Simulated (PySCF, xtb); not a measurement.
methyl formate (C2H4O2), SMILES COC=O.

xtb with GFN2-xTB at its own geometry gives an orbital gap of 5.14 eV and a dipole moment of 2.29 D.

The structure is a stationary point at ωB97X-D3(BJ)/def2-SVP. One conformer was computed; it need not be the lowest.

What does B3LYP/def2-TZVPD (PySCF) give? (An estimate is asked for; the answer gives what the named calculation found.)

gap 7.73 eV (levels -8.15 and -0.42 eV), dipole 1.92 D.
